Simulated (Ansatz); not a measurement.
For CaB6-type LaB6, rVV10 (Ansatz, a program for electronic structure, PAW) gives:

- equilibrium lattice constant a = 4.162 Å
- bulk modulus B0 = 174 GPa

Question: What does r²SCAN+rVV10 in Ansatz (PAW) give for the same quantities?

Answer: 
- lattice constant a: 4.147 Å (drops by 0.4 %)
- bulk modulus: 182 GPa (goes up by 4.6 %)

For comparison: lattice constant a 4.157 Å (measured, 296 K, not corrected to a static lattice; as tabulated in Tsubota and Kitagawa (2017), doi:10.1038/s41598-017-15766-y); bulk modulus 164 ± 2 GPa (measured, room temperature, no zero-point or thermal correction, isothermal; as tabulated in LaB6 under pressure, Phys. Rev. B 80, 172104 (doi 10.1103/PhysRevB.80.172104)).

Changes are worked out from the printed values.

Unless a cell is named, each level is at its own relaxed cell (rVV10 10.30, r²SCAN+rVV10 10.19 Å³/atom).

Ansatz's density-functional and Hartree–Fock values are scalar-relativistic unless marked +SOC, with PAW data made under PBE.
